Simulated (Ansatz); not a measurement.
The first iterations of a band of BFH3N (6 atoms, charge 0, multiplicity 1).

The calculation used RKS B3LYP-D4/def2-SVP in Ansatz 0.2.0.

```json
{"movable images": "8", "climbing image": "no", "spring": "5.0 eV/Å²", "optimiser": "quadratic models (default)", "start path": "through a guess of the saddle point", "force threshold": "0.05 eV/Å", "iteration limit": "60", "end points": "relaxed"}
```

Image 0:

```xyz
6
Properties=species:S:1:pos:R:3
B 0.109 -0.022 0.107
H 0.150 -0.463 1.231
F 1.233 0.454 -0.446
N -1.079 0.004 -0.621
H -1.955 -0.342 -0.251
H -1.137 0.370 -1.566
```

Image 9:

```xyz
6
Properties=species:S:1:pos:R:3
B -0.585 -0.242 0.266
H 1.237 -0.002 0.690
F 2.068 0.324 0.347
N -1.546 -0.073 -0.690
H -2.519 -0.346 -0.560
H -1.334 0.338 -1.599
```

| iteration | highest image above the first end (eV) | largest band force component (eV/Å) |
| --- | --- | --- |
| 1 | 6.298 | 4.411 |
| 2 | 5.149 | 2.961 |
| 3 | 4.853 | 1.781 |
| 4 | 4.847 | 1.415 |
| 5 | 4.866 | 1.530 |
| 6 | 4.827 | 0.757 |
| 7 | 4.800 | 1.661 |
| 8 | 4.706 | 0.769 |

Does the band converge within its limit, and where does its top end?

The run converged. It ended after 24 iterations with the highest image 4.706 eV above the first end. Neighbouring images differ by up to 1.8 eV, so the band resolves the path poorly. No image climbed, so the highest image needn't sit at the top of the path. The orbitals stay closed-shell, which can raise the energy where a bond breaks towards radicals; this wasn't checked here.

Run time: 3.9 min on 1 thread of Arm Neoverse V1, on a shared host, peak memory 0.1 GiB.
